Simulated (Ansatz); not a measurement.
`O=CO`: measurement beside calculation (Ansatz, PBE0-D4/def2-TZVP geometry).

```xyz
5

O     0.361    1.085    0.691
C     0.390    0.021    0.148
O    -0.634   -0.538   -0.502
H     1.264   -0.644    0.107
H    -1.381    0.076   -0.444
```

Measured: 3637 cm⁻¹ (nu1 O-H stretch fundamental, cis rotamer, Raman jet spectroscopy); 2873 cm⁻¹ (nu2 C-H stretch fundamental, cis rotamer, Raman jet spectroscopy); 1818 cm⁻¹ (nu3 C=O stretch fundamental, cis rotamer, Raman jet spectroscopy); 1093 cm⁻¹ (nu6 C-O stretch fundamental, cis rotamer, Raman jet spectroscopy); 3570 cm⁻¹ (nu1 O-H stretch fundamental, trans rotamer, Raman jet spectroscopy); 2942 cm⁻¹ (nu2 C-H stretch fundamental, trans rotamer, Raman jet spectroscopy); 1105 cm⁻¹ (nu6 C-O stretch fundamental, trans rotamer, Raman jet spectroscopy); 2925 cm⁻¹ (hot band nu2+nu8-nu8, trans rotamer, Raman jet spectroscopy); 493.420509 ± 7e-06 cm⁻¹ (nu9 out-of-plane O-H bend (torsion) fundamental, cis rotamer, high-resolution FTIR); 1767 cm⁻¹ (C=O stretch, cis conformer as named in the paper, IR absorption); 1808 cm⁻¹ (C=O stretch, trans conformer as named in the paper, IR absorption). Source: Stretching of cis-formic acid: warm-up and cool-down as molecular work-out, 2019 (pmc:6598513); Investigation of the Proton-Bound Dimer of Dihydrogen Phosphate and Formate Using Infrared Spectroscopy in Helium Droplets, 2024 (pmc:11163467).

Harmonic PBE0-D4 wavenumbers (cm⁻¹, unscaled): 636, 693, 1063, 1150, 1317, 1404, 1854, 3064, 3765. Fundamentals include anharmonicity and usually lie a few per cent under these; harmonic values from spectra compare directly.

Enthalpy of formation at 298 K: -90.5 kcal/mol (zero for an element's reference state; older measured values of the G2 set, as listed by Staroverov and co-workers, J. Chem. Phys. 119, 12129, 2003). With their computed zero-point and thermal terms and the atoms' enthalpies of Curtiss and co-workers (1997) it gives an electronic atomization energy of 500.9 kcal/mol.

```
             level  atomization (kcal/mol)   error  error per bond
       LDA (SPW92)                   597.5    96.6            24.1
            PBE-D4                   523.2    22.3             5.6
         revPBE-D4                   505.2     4.3             1.1
           BLYP-D4                   508.3     7.4             1.9
         r2SCAN-D4                   503.7     2.8             0.7
            B97M-V                   500.2    -0.8            -0.2
           PBE0-D4                   501.2     0.2             0.1
          B3LYP-D4                   500.0    -0.9            -0.2
        r2SCANh-D4                   496.5    -4.4            -1.1
        r2SCAN0-D4                   486.1   -14.8            -3.7
          HSE06-D4                   501.8     0.9             0.2
          BHLYP-D4                   470.6   -30.3            -7.6
      CAM-B3LYP-D4                   502.9     2.0             0.5
           ωB97X-V                   501.1     0.2             0.1
           ωB97M-V                   502.8     1.9             0.5
            B2PLYP                   497.2    -3.7            -0.9
          PBE-QIDH                   494.4    -6.5            -1.6
               PBE                   522.2    21.3             5.3
            revPBE                   501.0     0.1             0.0
              BLYP                   505.9     5.0             1.2
            r2SCAN                   503.5     2.6             0.6
              PBE0                   500.3    -0.6            -0.1
             B3LYP                   498.3    -2.6            -0.6
           r2SCANh                   496.3    -4.6            -1.2
           r2SCAN0                   485.9   -15.0            -3.8
             HSE06                   501.1     0.2             0.0
             BHLYP                   469.5   -31.4            -7.8
         CAM-B3LYP                   502.1     1.2             0.3
           LC-ωPBE                   501.5     0.6             0.1
     HF/def2-TZVPP                   331.1  -169.8           -42.4
    MP2/def2-TZVPP                   504.9     4.0             1.0
SCS-MP2/def2-TZVPP                   497.1    -3.8            -0.9
   CCSD/def2-TZVPP                   474.7   -26.2            -6.6
CCSD(T)/def2-TZVPP                   486.0   -14.9            -3.7
     HF/def2-QZVPP                   331.9  -169.1           -42.3
    MP2/def2-QZVPP                   513.8    12.9             3.2
SCS-MP2/def2-QZVPP                   507.1     6.1             1.5
   CCSD/def2-QZVPP                   482.4   -18.5            -4.6
CCSD(T)/def2-QZVPP                   494.5    -6.4            -1.6
      HF/CBS(def2)                   332.0  -168.9           -42.2
     MP2/CBS(def2)                   519.9    19.0             4.8
    CCSD/CBS(def2)                   487.7   -13.2            -3.3
 CCSD(T)/CBS(def2)                   500.4    -0.5            -0.1
```

Functionals use def2-TZVPP; B3LYP here is the variant with VWN-RPA as its local correlation; programs differ in this. The calculations leave out spin–orbit coupling, scalar relativity and, for the correlated methods, core correlation; together these are worth up to about 1 kcal/mol a heavy atom. HSE06 is defined as in plane-wave codes. CBS extrapolates def2-TZVPP and def2-QZVPP. T1 = 0.016.
